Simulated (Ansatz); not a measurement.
# doublet SiO+: levels of theory compared

We compute a comparison of 6 runs (UHF/STO-3G, UHF/3-21G, U-revPBE/def2-TZVPPD, UBHLYP/def2-TZVPPD, UCAM-B3LYP/def2-TZVPPD, RPA@PBE/def2-TZVPPD) of doublet SiO+. 

The results are computed with Ansatz 0.2.0.

32 further runs of the same task are left out: 32 set aside as unsound or not needed.

## 1. The system as given

SiO+ has 2 atoms, charge +1, and is taken as a doublet. SMILES of the parent species: `O=[Si]`. Geometry: relaxed at PBE0-D4/def2-TZVP. That shape belongs to the parent species and isn't relaxed for this state.

Bond lengths: O1–Si2 1.509 Å.

## 2. A single-point energy at UHF/STO-3G (run 1)

Contents of job.yaml:

```yaml
crystal:
  periodic: [false, false, false]
  atoms:
    - {symbol: O, position_ang: [-0.640700, 0.231500, -0.324000]}
    - {symbol: Si, position_ang: [0.640700, -0.231500, 0.324000]}
basis:
  gaussian: {orbitals: STO-3G}
hamiltonian: {xc: hf}
magnetization: {spin_polarized: true, initial_magnetization: 1}
accuracy: high
total_charge: 1
output: {orbitals: {seedname: orbitals}}
```

Started as:

```console
$ ansatz run job.yaml --threads 1 --pin off --max-ram 3480MiB --events-out events.jsonl --progress --plain --runs-dir runs
```

Standard output:

```text
Warning: RAYON_NUM_THREADS=1 ignored (pool sized by the plan → 1); use --threads N
Functional definition: HF
  name "HF"
  exchange = exact_x
  correlation = 0
224 factors; integrals over basis functions are off by at most 2.4e-8 eV
mean field evaluation 1: about -9759.0008 eV, gradient 3.5e1 eV
mean field evaluation 2: about -9759.0189 eV, gradient 3.5e1 eV
mean field evaluation 4: about -9771.9012 eV, gradient 9.9e0 eV
mean field evaluation 8: about -9773.3063 eV, gradient 5.1e-1 eV
mean field evaluation 16: about -9773.3111 eV, gradient 3.7e-5 eV
mean field evaluation 32: about -9773.7794 eV, gradient 8.0e-7 eV
mean field evaluation 64: about -9773.6533 eV, gradient 5.2e-1 eV
mean field evaluation 96: about -9768.7180 eV, gradient 4.5e0 eV
mean field evaluation 128: about -9770.7034 eV, gradient 6.3e0 eV
mean field evaluation 160: about -9767.1109 eV, gradient 6.0e0 eV
mean field -9773.77943595 eV, -359.1797693655 hartree, gradient 1.9e-8 eV, S^2 0.804141; 6 other end points of the search recorded, 0 dependent functions left out
reference -9773.77943595 eV, -359.1797693655 hartree; 11, 10 occupied and 3, 4 virtual orbitals, 224 factors
Total energy: -9773.77943595 eV, -359.1797693655 hartree
```

It took 0.16 s on 1 thread of Arm Neoverse V2, shared host.

## 3. The energy at UHF/3-21G (run 2)

Contents of run.yaml:

```yaml
basis:
  gaussian:
    orbitals: 3-21G.json
crystal:
  periodic: [false, false, false]
  atoms:
    - symbol: O
      position_ang: [-0.640700, 0.231500, -0.324000]
    - symbol: Si
      position_ang: [0.640700, -0.231500, 0.324000]
total_charge: 1
magnetization:
  spin_polarized: true
  initial_magnetization: 1
hamiltonian:
  xc: hf
accuracy: high
output: {orbitals: {seedname: orbitals}}
```

The basis set 3-21G is read from a file made from the Basis Set Exchange's data (not shown).

Started as:

```console
$ ansatz run run.yaml --threads 1 --pin off --max-ram 3480MiB --events-out events.jsonl --progress --plain --runs-dir runs
```

Standard output:

```text
Warning: RAYON_NUM_THREADS=1 ignored (pool sized by the plan → 1); use --threads N
[... 4 set-up lines as earlier in the session ...]
419 factors; integrals over basis functions are off by at most 3.5e-9 eV
mean field evaluation 1: about -9821.1311 eV, gradient 5.8e1 eV
mean field evaluation 2: about -9821.2130 eV, gradient 5.7e1 eV
mean field evaluation 4: about -9835.1011 eV, gradient 7.4e0 eV
mean field evaluation 8: about -9835.8885 eV, gradient 1.6e0 eV
mean field evaluation 16: about -9836.2272 eV, gradient 1.3e-1 eV
mean field evaluation 32: about -9836.4494 eV, gradient 3.6e-1 eV
mean field evaluation 64: about -9836.2716 eV, gradient 8.7e-1 eV
mean field evaluation 96: about -9836.4379 eV, gradient 2.4e-1 eV
mean field evaluation 128: about -9836.4258 eV, gradient 3.9e-1 eV
mean field evaluation 160: about -9829.0385 eV, gradient 3.0e1 eV
mean field evaluation 192: about -9832.6900 eV, gradient 2.8e1 eV
mean field evaluation 224: about -9828.8519 eV, gradient 9.9e0 eV
mean field evaluation 256: about -9836.2274 eV, gradient 2.2e-4 eV
mean field -9836.46021296 eV, -361.4832454340 hartree, gradient 5.0e-8 eV, S^2 0.851808; 6 other end points of the search recorded, 0 dependent functions left out
reference -9836.46021296 eV, -361.4832454340 hartree; 11, 10 occupied and 11, 12 virtual orbitals, 419 factors
Total energy: -9836.46021296 eV, -361.4832454340 hartree
```

Run time: 0.38 s. Hardware: 1 thread of Arm Neoverse V2, shared host.

Runs 3 to 5 aren't shown in full; the table further down has their settings and results.

## 4. The energy at RPA@PBE/def2-TZVPPD (run 6)

Contents of job.yaml:

```yaml
crystal:
  periodic: [false, false, false]
  atoms:
    - {symbol: O, position_ang: [-0.640700, 0.231500, -0.324000]}
    - {symbol: Si, position_ang: [0.640700, -0.231500, 0.324000]}
basis:
  gaussian: {orbitals: def2-TZVPPD.json}
total_charge: 1
magnetization: {spin_polarized: true, initial_magnetization: 1}
hamiltonian: {xc: pbe}
correlation: {method: rpa, frozen_orbitals: {O: 1, Si: 5}}
accuracy: high
```

The basis set def2-TZVPPD is read from a file made from the Basis Set Exchange's data (not shown).

Started as:

```console
$ ansatz run job.yaml --threads 1 --pin off --max-ram 3480MiB --events-out events.jsonl --progress --plain --runs-dir runs
```

Standard output:

```text
Warning: RAYON_NUM_THREADS=1 ignored (pool sized by the plan → 1); use --threads N
Functional definition: PBE
  name "PBE"
  parameter kappa = 0.804
  parameter beta = 0.06672455060314922
  exchange = pbe_x(kappa = kappa, mu = beta*pi^2/3)
  correlation = pbe_c(beta = beta)
1168 factors; integrals over basis functions are off by at most 3.9e-9 eV
mean field evaluation 1: about -9873.5239 eV, gradient 9.7e1 eV
mean field evaluation 2: about -9873.5202 eV, gradient 9.7e1 eV
mean field evaluation 4: about -9897.5663 eV, gradient 4.3e1 eV
mean field evaluation 8: about -9908.4884 eV, gradient 7.9e-1 eV
mean field evaluation 16: about -9908.4896 eV, gradient 1.7e-4 eV
mean field evaluation 32: about -9907.4921 eV, gradient 1.2e-6 eV
mean field evaluation 64: about -9854.1355 eV, gradient 3.5e1 eV
mean field -9908.48964215 eV, -364.1302781336 hartree, gradient 1.9e-8 eV, S^2 0.754595; 5 other end points of the search recorded, 0 dependent functions left out
6 core orbitals not correlated: weight in the atoms' cores, before any rotation towards them, 1.000 or more for the frozen orbitals, at most 0.000 for the correlated occupied ones
reference -9889.08643042 eV, -363.4172232543 hartree; 5, 4 occupied and 77, 78 virtual orbitals, 1168 factors
Total energy: -9902.64547115 eV, -363.9155088107 hartree
```

Run time: 9 s. Hardware: 1 thread of Arm Neoverse V2, shared host; peak memory 0.21 GiB.

## 5. Overview of the runs

```
run                   level  frozen core orbitals  energy (Eh)  HOMO energy (eV)  LUMO energy (eV)   ⟨S²⟩  wall time
  1              UHF/STO-3G                     –  -359.179769            -17.95             -5.76  0.804     0.16 s
  2               UHF/3-21G                     –  -361.483245            -19.95             -8.84  0.852     0.38 s
  3    U-revPBE/def2-TZVPPD                     –  -364.273584            -16.23            -15.06  0.755      5.1 s
  4      UBHLYP/def2-TZVPPD                     –  -364.308642            -19.16            -12.65  0.776       19 s
  5  UCAM-B3LYP/def2-TZVPPD                     –  -364.325609            -19.35            -12.96  0.762      8.4 s
  6     RPA@PBE/def2-TZVPPD                     6  -363.915509                 –                 –  0.755        9 s
```

## 6. Outcome

| quantity | value |
| --- | --- |
| run 6: total energy | -363.91551 Eh |
| run 6: RPA correlation energy (valence) | -498.3 mEh |
| run 6: ⟨S²⟩ of the reference determinant | 0.755 |

In words: Totals of different functionals can't be ranked against each other. In run 1 the basis is minimal, so the values are rough. Spin contamination of the reference: run 2 ⟨S²⟩ = 0.85. All runs together took 42 s, the longest 19 s.
